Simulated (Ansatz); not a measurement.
Results of PBE in Ansatz (PAW) for 2H WSe2.

Numerical settings: plane-wave cutoff 520 eV, 12×12×4 k mesh (along the axes of the cell as run), Fermi–Dirac smearing 0.01 eV, no spin polarisation, scalar-relativistic PAW data made under PBE.

Cell (relaxed at this level):

```cif
data_Se4W2
_chemical_formula_sum 'W2 Se4'
_space_group_name_H-M_alt 'P63/mmc'
_space_group_IT_number 194
_space_group_name_Hall '-P 6c 2c'
_cell_length_a 3.32068
_cell_length_b 3.32068
_cell_length_c 15.10684
_cell_angle_alpha 90.000
_cell_angle_beta 90.000
_cell_angle_gamma 120.000
loop_
_atom_site_label
_atom_site_type_symbol
_atom_site_symmetry_multiplicity
_atom_site_Wyckoff_symbol
_atom_site_fract_x
_atom_site_fract_y
_atom_site_fract_z
_atom_site_occupancy
W1 W 2 c 0.33333 0.66667 0.25000 1
Se1 Se 4 f 0.66667 0.33333 0.13891 1
```

### Question
What does this level give for the band gap, smallest direct gap on the k points sampled and direct gap at Γ?

### Answer

- band gap = 1.45 eV
- smallest direct gap on the k points sampled = 1.53 eV
- direct gap at Γ = 2.96 eV

Measured, for comparison: band gap 1.2 eV (room temperature, not corrected to a static lattice, bulk 2H; as tabulated in Bastos et al. (2019), arXiv:1903.08112).

Note: for a layered or molecular solid the relaxed cell lies over 5 % above the published volume, where the minimum can be shallow; the cell comes from a level without a dispersion term, which matters for the spacing of layers, chains or molecules.

Spin–orbit coupling is not included.

Static lattice: no zero-point or thermal effects.

Ansatz is a quantum-chemistry and plane-wave program.
